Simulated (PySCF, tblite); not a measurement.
# C4H7OS radical: geometry, infrared bands and EPR parameters

Aim: predict the infrared bands and EPR parameters of C4H7OS radical (`CCOC[C]=S`).

The runs use tblite 0.8.0 and PySCF 2.14.0, with density-fitted response routines of our own; the level of theory stands in each step. All values are computed, except where a source is named. Atoms are numbered from 0 throughout.

### Step 1. The molecule as given

13 atoms, charge 0, multiplicity 2; geometry from: force field or distance geometry start.

Bonds of the start (Å): C0–C1 1.51, C1–O2 1.38, O2–C3 1.36, C3–C4 1.48, C4–S5 1.44, C0–H6 1.11, C0–H7 1.12, C0–H8 1.12, C1–H9 1.11, C1–H10 1.11, C3–H11 1.12, C3–H12 1.11.

### Step 2. Relaxing the molecule with GFN2-xTB

Job settings and geometry (Å):

```
{"job": {"kind": "relax", "xc": "GFN2-xTB", "basis": "xTB"}, "charge": 0, "multiplicity": 2}
C     -1.875400     0.450600    -0.329500
C     -0.699900    -0.432400     0.028300
O      0.441300     0.208600    -0.403200
C      1.617600    -0.435300    -0.172900
C      2.702100     0.415800    -0.709600
S      2.370000     1.793700    -0.952100
H     -2.507800    -0.115400    -1.049300
H     -2.444700     0.755500     0.591500
H     -1.539400     1.411700    -0.786200
H     -0.807900    -1.366500    -0.566200
H     -0.704400    -0.677000     1.112200
H      1.822100    -0.537200     0.925800
H      1.622100    -1.471600    -0.567700
```

Command:

```
> OMP_NUM_THREADS=1 python probes_run.py task.json out
```

The driver reads the jobs from task.json and runs them one after another.

**Question.** This job is followed by: GFN2-xTB harmonic vibrations, gas phase; UKS B3LYP, pcH-1 on C H O S, non-relativistic, mean-field spin-orbit, GIAO. Predict these results of the whole session: strongest single infrared mode (GFN2-xTB); zero-point energy (GFN2-xTB); g(iso) (B3LYP); ⟨S²⟩; largest a(iso) (averaged by class); surface potential, 1st and 99th percentile.

The runs gave:

| quantity | value |
| --- | --- |
| strongest single infrared mode (GFN2-xTB) | 1022 cm⁻¹, 104 km/mol |
| zero-point energy (GFN2-xTB) | 62.7 kcal/mol |
| g(iso) (B3LYP) | 1.99528 |
| ⟨S²⟩ | 0.754 (exact 0.75) |
| largest a(iso) (averaged by class) | 13C on C4, 273.7 MHz |
| surface potential, 1st and 99th percentile | -1.35 V and 1.05 V |

Relaxing lowered the energy by 1.212 eV in 117 steps; the close pair that moved most is C4–S5, from 1.438 to 1.571 Å. No mode is imaginary among the 33: a minimum at this level. The strongest single mode, at 1022 cm⁻¹, moves mainly C3 and O2. GFN2-xTB is a fitted tight-binding method: band positions and strengths are rough. Its intensities can rank the bands wrongly. The largest share of the spin, 0.59 e, sits on C4. The isotropic g lies 7.0 ppt below the free-electron value.
